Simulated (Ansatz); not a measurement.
# A ladder of methods for CPO− (SMILES [O-]C#P)

The species is CPO− (3 atoms), meant as a singlet with charge -1. As SMILES, `[O-]C#P`. Geometry: relaxed at GFN2-xTB.

```xyz
3

O     0.7772    0.9277    0.5293
C     0.0765    0.0906    0.0522
P    -0.8538   -1.0183   -0.5815
```

Quantity: the energy change with the C2–P3 bond stretched from 1.580 to 3.950 Å, in eV. The values are calculated.

```tsv
level	kind	program	value (eV)	less FCI/STO-3G	CPU time (all runs)
revPBE/STO-3G (restricted)	GGA	Ansatz	7.61	+0.07	4.5 s
r2SCAN/STO-3G (restricted)	meta-GGA	Ansatz	8.03	+0.49	22 s
BHLYP/STO-3G (restricted)	global hybrid	Ansatz	7.78	+0.24	6.8 s
wB97X/STO-3G (restricted)	range-separated hybrid	Ansatz	8.13	+0.59	33 s
B2PLYP/STO-3G (restricted)	double hybrid	Ansatz	7.53	-0.01	9.8 s
MP2/STO-3G (restricted)	perturbation theory	Ansatz	8.09	+0.55	0.66 s
CCSDT(Q)/STO-3G (restricted)	coupled cluster or CI	Ansatz	7.55	+0.01	2.6 s
FCI/STO-3G	exact in the basis	Ansatz	7.54	0.00	4.3 s
```

FCI/STO-3G is exact within its basis and frozen core, so for wave-function methods in that basis the difference is their error; functionals converge differently with the basis, so for them it is only a difference. Sets without diffuse functions describe the anion poorly. The first shape isn't each level's own minimum. The values span 7.53 to 8.13 eV. All rows use very small basis sets, so even the best lies far from the true value. CPU times are rough (shared hosts, several kinds of processor): they show what a rung costs within a factor of a few.
